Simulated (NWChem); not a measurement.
The numbers come from NWChem runs, not from measurements. System: P, charge 0, spin multiplicity 4. Its SCF solution wasn't tested for a lower state. Level: UHF/def2-TZVP.

Input file:

```
start mol
memory heap 200 mb stack 900 mb global 1100 mb
geometry units angstroms nocenter noautoz
  P      0.000000     0.000000     0.000000
  symmetry group D2h
end
basis spherical
  * library def2-tzvp
end
scf
  uhf
  nopen 3
  maxiter 100
  thresh 1e-7
  semidirect memsize 60000000 filesize 0
  # guess.movecs holds the orbitals of an unrestricted PBE0 run
  vectors input guess.movecs output mol.movecs
end
task scf energy
```

Output (cleaned and shortened):

```
             Northwest Computational Chemistry Package (NWChem) 7.3.0
             --------------------------------------------------------

                                NWChem Input Module
                                -------------------

 Scaling coordinates for geometry "geometry" by  1.889725989
 (inverse scale =  0.529177249)

                             Geometry "geometry" -> ""
                             -------------------------

 Output coordinates in angstroms (scale by  1.889725989 to convert to a.u.)

  No.       Tag          Charge          X              Y              Z
 ---- ---------------- ---------- -------------- -------------- --------------
    1 P                   15.0000     0.00000000     0.00000000     0.00000000

 Effective nuclear repulsion energy (a.u.)       0.0000000000

            Nuclear Dipole moment (a.u.)
            ----------------------------
        X                 Y               Z
 ---------------- ---------------- ----------------
     0.0000000000     0.0000000000     0.0000000000

      Symmetry information
      --------------------

 Group name             D2h
 Group number             26
 Group order               8
 No. of unique centers     1

      Symmetry unique atoms

     1


 Summary of "ao basis" -> "" (spherical)
 ------------------------------------------------------------------------------
       Tag                 Description            Shells   Functions and Types
 ---------------- ------------------------------  ------  ---------------------
 *                         def2-tzvp                  on all atoms

 Summary of "ao basis" -> "ao basis" (spherical)
 ------------------------------------------------------------------------------
       Tag                 Description            Shells   Functions and Types
 ---------------- ------------------------------  ------  ---------------------
 P                         def2-tzvp                13       37   5s5p2d1f

                                 NWChem SCF Module
                                 -----------------

  ao basis        = "ao basis"
  functions       =    37
  atoms           =     1
  alpha electrons =     9
  beta  electrons =     6
  charge          =   0.00
  wavefunction    = UHF
  use symmetry    = T
  symmetry adapt  = T

 Summary of "ao basis" -> "ao basis" (spherical)
 ------------------------------------------------------------------------------
       Tag                 Description            Shells   Functions and Types
 ---------------- ------------------------------  ------  ---------------------
 P                         def2-tzvp                13       37   5s5p2d1f

      Symmetry analysis of basis
      --------------------------

        ag          9
        au          1
        b1g         2
        b1u         7
        b2g         2
        b2u         7
        b3g         2
        b3u         7

 Forming initial guess at       0.0s

   Symmetry analysis of molecular orbitals - initial alpha
   -------------------------------------------------------

  Numbering of irreducible representations:

     1 ag          2 au          3 b1g         4 b1u         5 b2g
     6 b2u         7 b3g         8 b3u

  Orbital symmetries:

     1 ag          2 ag          3 b1u         4 b2u         5 b3u
     6 ag          7 b1u         8 b3u         9 b2u        10 b1u
    11 b2u        12 b3u        13 ag         14 b2g        15 b3g
    16 ag         17 b1g        18 ag         19 ag

   Symmetry analysis of molecular orbitals - initial beta
   ------------------------------------------------------

  Numbering of irreducible representations:

     1 ag          2 au          3 b1g         4 b1u         5 b2g
     6 b2u         7 b3g         8 b3u

  Orbital symmetries:

     1 ag          2 ag          3 b1u         4 b3u         5 b2u
     6 ag          7 b1u         8 b3u         9 b2u        10 b1u
    11 b3u        12 b2u        13 ag         14 ag         15 b2g
    16 b3g        17 ag         18 b1g        19 ag

 Starting SCF solution at       0.1s

 ----------------------------------------------
         Quadratically convergent UHF

 Convergence threshold     :          1.000E-07
 Maximum no. of iterations :          100
 Integral*density screening:          1.000E-09
 ----------------------------------------------

              iter       energy          gnorm     gmax       time
             ----- ------------------- --------- --------- --------
                 1     -340.7062526775  4.65D-01  2.29D-01      0.2
                 2     -340.7098289963  2.97D-02  8.90D-03      0.2
                 3     -340.7098624704  6.70D-04  4.48D-04      0.2
                 4     -340.7098626243  1.92D-07  7.28D-08      0.2
                 5     -340.7098626243  6.58D-09  3.94D-09      0.2

       Final UHF  results
       ------------------

         Total SCF energy =   -340.709862624271
      One electron energy =   -471.499238824580
      Two electron energy =    130.789376200309
 Nuclear repulsion energy =      0.000000000000

                       Sz =      1.5000
                 Sz(Sz+1) =      3.7500
                      S^2 =      3.7501

        Time for solution =      0.2s

       Symmetry analysis of molecular orbitals - alpha
       -----------------------------------------------

  Numbering of irreducible representations:

     1 ag          2 au          3 b1g         4 b1u         5 b2g
     6 b2u         7 b3g         8 b3u

  Orbital symmetries:

     1 ag          2 ag          3 b3u         4 b2u         5 b1u
     6 ag          7 b2u         8 b3u         9 b1u        10 b3u
    11 b1u        12 b2u        13 ag         14 b1g        15 b3g
    16 b2g        17 ag         18 ag         19 b2g

       Symmetry analysis of molecular orbitals - beta
       ----------------------------------------------

  Numbering of irreducible representations:

     1 ag          2 au          3 b1g         4 b1u         5 b2g
     6 b2u         7 b3g         8 b3u

  Orbital symmetries:

     1 ag          2 ag          3 b3u         4 b2u         5 b1u
     6 ag          7 b2u         8 b3u         9 b1u        10 b1u
    11 b3u        12 b2u        13 ag         14 ag         15 b1g
    16 ag         17 b3g        18 b2g        19 ag

          Final alpha eigenvalues
          -----------------------

              1
    1  -79.9780
    2   -7.5214
    3   -5.4210
    4   -5.4210
    5   -5.4210
    6   -0.8355
    7   -0.3914
    8   -0.3914
    9   -0.3914
   10    0.3358
   11    0.3358
   12    0.3358
   13    0.3922
   14    0.3922
   15    0.3922
   16    0.3922
   17    0.3922
   18    0.4186
   19    1.4689

          Final beta eigenvalues
          ----------------------

              1
    1  -79.9556
    2   -7.4991
    3   -5.3792
    4   -5.3792
    5   -5.3792
    6   -0.5560
    7    0.0513
    8    0.0513
    9    0.0513
   10    0.4178
   11    0.4178
   12    0.4178
   13    0.4847
   14    0.5254
   15    0.5254
   16    0.5254
   17    0.5254
   18    0.5254
   19    1.5281

                    UHF Final Alpha Molecular Orbital Analysis
                    ------------------------------------------

 Vector    7  Occ=1.000000D+00  E=-3.914205D-01  Symmetry=b2u
              MO Center=  1.3D-36, -3.6D-20,  2.0D-36, r^2= 1.8D+00
   Bfn.  Coefficient  Atom+Function         Bfn.  Coefficient  Atom+Function
  ----- ------------  ---------------      ----- ------------  ---------------
    16      0.562015  1 P  py                19      0.371737  1 P  py
    13      0.220445  1 P  py                 7     -0.182243  1 P  py

 Vector    8  Occ=1.000000D+00  E=-3.914205D-01  Symmetry=b3u
              MO Center=  4.6D-20,  2.1D-33,  1.6D-32, r^2= 1.8D+00
   Bfn.  Coefficient  Atom+Function         Bfn.  Coefficient  Atom+Function
  ----- ------------  ---------------      ----- ------------  ---------------
    15      0.562015  1 P  px                18      0.371737  1 P  px
    12      0.220445  1 P  px                 6     -0.182243  1 P  px

 Vector    9  Occ=1.000000D+00  E=-3.914205D-01  Symmetry=b1u
              MO Center= -2.6D-36, -2.6D-36,  4.9D-20, r^2= 1.8D+00
   Bfn.  Coefficient  Atom+Function         Bfn.  Coefficient  Atom+Function
  ----- ------------  ---------------      ----- ------------  ---------------
    17      0.562015  1 P  pz                20      0.371737  1 P  pz
    14      0.220445  1 P  pz                 8     -0.182243  1 P  pz

 Vector   10  Occ=0.000000D+00  E= 3.357955D-01  Symmetry=b3u
              MO Center= -1.4D-18,  1.3D-32, -2.1D-32, r^2= 4.8D+00
   Bfn.  Coefficient  Atom+Function         Bfn.  Coefficient  Atom+Function
  ----- ------------  ---------------      ----- ------------  ---------------
    18      1.438724  1 P  px                15     -1.280011  1 P  px

 Vector   11  Occ=0.000000D+00  E= 3.357955D-01  Symmetry=b1u
              MO Center=  3.6D-37, -4.9D-36,  2.2D-19, r^2= 4.8D+00
   Bfn.  Coefficient  Atom+Function         Bfn.  Coefficient  Atom+Function
  ----- ------------  ---------------      ----- ------------  ---------------
    20      1.438724  1 P  pz                17     -1.280011  1 P  pz

 Vector   12  Occ=0.000000D+00  E= 3.357955D-01  Symmetry=b2u
              MO Center=  6.4D-36, -1.4D-20,  4.9D-36, r^2= 4.8D+00
   Bfn.  Coefficient  Atom+Function         Bfn.  Coefficient  Atom+Function
  ----- ------------  ---------------      ----- ------------  ---------------
    19      1.438724  1 P  py                16     -1.280011  1 P  py

                     UHF Final Beta Molecular Orbital Analysis
                     -----------------------------------------

 Vector    4  Occ=1.000000D+00  E=-5.379210D+00  Symmetry=b2u
              MO Center=  5.6D-34,  1.0D-19, -2.6D-34, r^2= 8.2D-02
   Bfn.  Coefficient  Atom+Function         Bfn.  Coefficient  Atom+Function
  ----- ------------  ---------------      ----- ------------  ---------------
     7      0.715607  1 P  py                10      0.351322  1 P  py

 Vector    5  Occ=1.000000D+00  E=-5.379210D+00  Symmetry=b1u
              MO Center=  1.5D-33,  1.5D-33, -6.0D-19, r^2= 8.2D-02
   Bfn.  Coefficient  Atom+Function         Bfn.  Coefficient  Atom+Function
  ----- ------------  ---------------      ----- ------------  ---------------
     8      0.715607  1 P  pz                11      0.351322  1 P  pz

 Vector    6  Occ=1.000000D+00  E=-5.560490D-01  Symmetry=ag
              MO Center= -1.9D-20, -3.4D-23,  2.4D-19, r^2= 1.2D+00
   Bfn.  Coefficient  Atom+Function         Bfn.  Coefficient  Atom+Function
  ----- ------------  ---------------      ----- ------------  ---------------
     4      0.684243  1 P  s                  5      0.492733  1 P  s
     3     -0.443428  1 P  s

 Vector    7  Occ=0.000000D+00  E= 5.131787D-02  Symmetry=b2u
              MO Center= -2.5D-34,  9.1D-18,  1.1D-34, r^2= 2.8D+00
   Bfn.  Coefficient  Atom+Function         Bfn.  Coefficient  Atom+Function
  ----- ------------  ---------------      ----- ------------  ---------------
    19      0.737214  1 P  py                16      0.221359  1 P  py
    13      0.195819  1 P  py

 Vector    8  Occ=0.000000D+00  E= 5.131787D-02  Symmetry=b3u
              MO Center= -3.1D-25,  3.0D-41, -1.7D-41, r^2= 2.8D+00
   Bfn.  Coefficient  Atom+Function         Bfn.  Coefficient  Atom+Function
  ----- ------------  ---------------      ----- ------------  ---------------
    18      0.737214  1 P  px                15      0.221359  1 P  px
    12      0.195819  1 P  px

 Vector    9  Occ=0.000000D+00  E= 5.131787D-02  Symmetry=b1u
              MO Center= -5.9D-41, -5.9D-41, -1.1D-24, r^2= 2.8D+00
   Bfn.  Coefficient  Atom+Function         Bfn.  Coefficient  Atom+Function
  ----- ------------  ---------------      ----- ------------  ---------------
    20      0.737214  1 P  pz                17      0.221359  1 P  pz
    14      0.195819  1 P  pz

 center of mass
 --------------
 x =   0.00000000 y =   0.00000000 z =   0.00000000

 moments of inertia (a.u.)
 ------------------
           0.000000000000           0.000000000000           0.000000000000
           0.000000000000           0.000000000000           0.000000000000
           0.000000000000           0.000000000000           0.000000000000

  Mulliken analysis of the total density
  --------------------------------------

    Atom       Charge   Shell Charges
 -----------   ------   -------------------------------------------------------
    1 P   15    15.00   2.01  0.54  1.43  1.15  0.88  4.16  1.70  0.60  1.60  0.94  0.00  0.00  0.00

  Mulliken analysis of the alpha density
  --------------------------------------

    Atom       Charge   Shell Charges
 -----------   ------   -------------------------------------------------------
    1 P   15     9.00   1.00  0.27  0.71  0.58  0.43  2.12  0.82  0.52  1.60  0.94  0.00  0.00  0.00

   Mulliken analysis of the beta density
   -------------------------------------

    Atom       Charge   Shell Charges
 -----------   ------   -------------------------------------------------------
    1 P   15     6.00   1.00  0.27  0.72  0.56  0.45  2.04  0.88  0.08 -0.00  0.00  0.00  0.00  0.00

   Mulliken analysis of the spin density
   -------------------------------------

    Atom       Charge   Shell Charges
 -----------   ------   -------------------------------------------------------
    1 P   15     3.00   0.00  0.00 -0.00  0.02 -0.02  0.08 -0.06  0.44  1.61  0.94 -0.00 -0.00  0.00

       Multipole analysis of the density wrt the origin
       ------------------------------------------------

     L   x y z        total         alpha         beta         nuclear
     -   - - -        -----         -----         ----         -------
     0   0 0 0     -0.000000     -9.000000     -6.000000     15.000000

     1   1 0 0     -0.000000     -0.000000     -0.000000      0.000000
     1   0 1 0     -0.000000      0.000000     -0.000000      0.000000
     1   0 0 1      0.000000      0.000000      0.000000      0.000000

     2   2 0 0    -10.061660     -8.199718     -1.861943      0.000000
     2   1 1 0      0.000000      0.000000     -0.000000      0.000000
     2   1 0 1     -0.000000     -0.000000      0.000000      0.000000
     2   0 2 0    -10.061660     -8.199718     -1.861943      0.000000
     2   0 1 1     -0.000000     -0.000000      0.000000      0.000000
     2   0 0 2    -10.061660     -8.199718     -1.861943      0.000000

 Task  times  cpu:        0.2s     wall:        0.2s

 Total times  cpu:        0.3s     wall:        0.3s
```
